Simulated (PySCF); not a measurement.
Metal–ligand bonds in Cd(CH3)1–Y. Isolated molecules, 0 K electronic values unless said otherwise. One relaxed conformer stands for each flexible species; it need not be the lowest. Multiplicities are imposed; where one is given, others were not computed. Strings in code marks are SMILES.

Method: B3LYP-D3(BJ)/def2-TZVP // r2SCAN-D4/def2-SVP in PySCF 2.14.0. All candidates: neutral, multiplicity 2. B3LYP has the VWN-RPA correlation part, as in Gaussian. 

| Property | Value |
|---|---|
| dipole moment | 1.96 D |
| highest occupied spin orbital | -8.54 eV |

Problem. Which member has these values?
A) `C[O]`
B) `[NH2]`
C) `[SH]`
D) `C[N]C`

Solution. B, `[NH2]`. The others give `C[O]`: 2.06 D, -7.50 eV; `C[N]C`: 1.73 D, -6.86 eV; `[SH]`: 0.86 D, -7.17 eV
